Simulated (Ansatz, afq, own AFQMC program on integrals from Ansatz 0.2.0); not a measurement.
## BGe, doublet: AFQMC among the cluster methods

```xyz
2

Ge    0.0000    0.0000    0.0000
B     0.0000    0.0000    3.1390
```

Basis 6-31G. Only valence electrons are correlated. Integrals, coupled cluster, full CI and functionals: Ansatz 0.2.0; the random walks run on the same integrals in our own AFQMC program. The CISD trial takes its coefficients from CCSD amplitudes. Released means that phaseless walkers are propagated on without the constraint, phases kept. Error bars are statistical, one sigma. No spin–orbit coupling.

Determinant: ROHF, the one that the program's search chose, which needn't be the lowest solution. The geometry is a point of a scan.

No full CI on the walks' own integrals is used here; CCSDTQ serves as the reference and is uncertain by about the last step of the cluster series.

Cautions: no relativity below Rb; no spin-orbit coupling; inner d shell frozen; a spin-contaminated unrestricted determinant lies lower (UHF 1.08 eV lower, ⟨S²⟩ 1.76); strong correlation (T1 0.042, weight of the determinant 0.80, largest double 0.30); the released energies are still falling, so no released level is given (meV from the phaseless value at times in 1/Eh: -6 ± 5 at 0.24, -12 ± 4 at 0.51, -18 ± 3 at 0.99, -31 ± 3 at 1.62, -130 ± 95 at 2.40); CCSDTQ on the UHF determinant differs (184 meV higher), so the two series follow different states; a state of higher spin lies lower (by 312 meV).

The T1 diagnostic is 0.0422, the weight of the determinant in the CISD state is 0.805 and the size of the correlated space is 7 electrons in 23 orbitals.

Reference: CCSDTQ, correlation energy -3.200 eV.

```csv
level,E − E(reference) (kJ/mol),share of correlation (%)
HF,308.7,0.00
MP2,123.1,60.11
CCSD,11.6,96.24
CCSD(T),4.0,98.70
CCSDT,1.2,99.62
CCSDT(Q),0.3,99.89
ph-AFQMC/CISD,5.2 ± 0.4,98.31
```

CCSDT and higher add their correlation energy to the determinant of the CCSD(T) run, since their own runs factorise the integrals more tightly (a shift of under 2 meV). A walk keeps the symmetry of its determinant, which the program's search chose and which needn't be the lowest solution, so a lower state of the same spin and another symmetry isn't excluded.
